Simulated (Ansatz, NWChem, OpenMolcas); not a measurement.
How basis sets differ on CH2O2 (formic acid)

The runs start from one conformer, not always the lowest.

CH2O2, singlet, SMILES `O=CO`. Each level relaxes the structure for itself.

Each level gives the highest harmonic wavenumber at each level's own minimum (cm⁻¹). The values are calculated.

| level | kind | program | value (cm⁻¹) |
| --- | --- | --- | --- |
| HF/STO-3G | Hartree–Fock | Ansatz | 4246 |
| HF/3-21G | Hartree–Fock | OpenMolcas | 3858 |
| HF/6-31G* (spherical functions) | Hartree–Fock | NWChem | 4025 |
| HF/6-31G* (Cartesian functions) | Hartree–Fock | OpenMolcas | 4042 |
| HF/cc-pVTZ | Hartree–Fock | OpenMolcas | 4088 |

Harmonic and unscaled. The values span 3858 to 4246 cm⁻¹. Without the sets that lack polarisation functions the rows with a basis span only 4025 to 4088 cm⁻¹.
